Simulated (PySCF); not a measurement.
**Electronic absorption of ethyl isothiocyanate**

Species: ethyl isothiocyanate, C3H5NS.
Structure used (GFN2-xTB), in Å, numbered top down from 1:
```xyz
10
C3H5NS angstrom
C     -1.0963   -0.5200    0.0992
C     -0.3215    0.7843   -0.0623
N      1.0741    0.5876   -0.1239
C      1.9993   -0.1597   -0.0817
S      3.3577   -0.9216   -0.0659
H     -2.1616   -0.3086    0.1375
H     -0.8981   -1.1845   -0.7385
H     -0.8030   -1.0237    1.0172
H     -0.6202    1.2950   -0.9844
H     -0.5214    1.4559    0.7802
```

Level of theory: TDDFT CAM-B3LYP/def2-SVPD, vertical, gas phase, core orbitals frozen in the response (PySCF).

Problem. What does the calculation give for the low-lying excited states?

Solution. 

| state | E (eV) | λ (nm) | ν̃ (cm⁻¹) | f | main configurations (H = HOMO, L = LUMO) |
| --- | --- | --- | --- | --- | --- |
| S1 | 4.59 | 270.4 | 36990 | 0.0000 | H→L (92%) |
| S2 | 5.21 | 238.0 | 42020 | 0.010 | H-1→L (60%), H→L+2 (35%) |
| S3 | 5.65 | 219.4 | 45580 | 0.0004 | H-1→L+2 (94%) |
| S4 | 6.60 | 188.0 | 53200 | 0.042 | H→L+1 (69%), H→L+5 (8%), H→L+3 (8%) |
| S5 | 6.74 | 184.0 | 54350 | 0.085 | H-1→L+1 (49%), H-1→L (16%), H→L+2 (11%) |
| S6 | 7.31 | 169.6 | 58950 | 0.015 | H→L+3 (52%), H→L+4 (27%), H→L+1 (11%) |
| S7 | 7.36 | 168.5 | 59340 | 0.796 | H→L+2 (36%), H-1→L+1 (30%), H-1→L (12%) |
| S8 | 7.56 | 164.1 | 60960 | 0.046 | H-1→L+3 (60%), H-1→L+4 (22%) |

Triplets, Tamm–Dancoff:

```csv
state,E (eV),λ (nm),"main configurations (H = HOMO, L = LUMO)"
T1,4.19,295.7,H-1→L (86%)
T2,4.30,288.3,H→L (89%)
T3,4.84,256.3,H→L+2 (88%)
```

The lowest singlet comes at 270 nm (442 kJ/mol) in the ultraviolet; it is dark (f under 0.0005); its leading configuration is HOMO→LUMO (92%). The most intense listed level is S7 at 7.36 eV (169 nm, f = 0.796), 2.77 eV above S1. Löwdin shares by element: HOMO sulfur 55%, nitrogen 20%, carbon 17% or more; LUMO carbon 35% or more, sulfur 34%, nitrogen 23%. The listed states span 2.97 eV, and the widest gap between neighbours is 0.95 eV (S3 to S4). Weighted by f, the mean energy of these states is 7.26 eV. Orbital energies (eV): HOMO-3 -12.03, HOMO-2 -11.82, HOMO-1 -8.50, HOMO -8.28, LUMO 0.45, LUMO+1 1.10, LUMO+2 1.31. Only the lowest 8 singlets were computed, as vertical energies without vibronic structure.

Time: 12 s. Hardware: one thread of an Arm Neoverse V1, shared host.

One conformer stands for the species.
